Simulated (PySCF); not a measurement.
Here is a job for PySCF.
```python
from pyscf import gto, scf, dft

mol = gto.M(
    atom='''
S    -0.00757534    0.10361495   -0.00257768
H    -0.92914297   -0.90072190    0.04307107
H     1.05034843   -0.75711727   -0.00182812
''',
    basis='6-311g**',
    charge=3,
    spin=1,
    verbose=5,
)

mf = dft.UKS(mol)
mf.xc = 'pbe'
mf.kernel()
```

Question: What <S^2> does PBE/6-311G** in PySCF give?

Answer: 0.752

Question: What is the computed number of basis functions (PBE/6-311G**)?

Answer: 38

Question: What total energy does PBE/6-311G** give?

Answer: -396.8458 Eh

Question: Predict the Mulliken (on the basis functions themselves) charges in atom order from PBE/6-311G**.

Answer: S1 2.01, H2 0.50, H3 0.50

Question: Give the HOMO energy at the level PBE/6-311G**.

Answer: -39.99 eV

Question: Estimate the nuclear repulsion energy that PBE/6-311G** returns for this input.

Answer: 12.6827 Eh

These values belong to the state on which the SCF converged, which isn't shown to be the lowest.
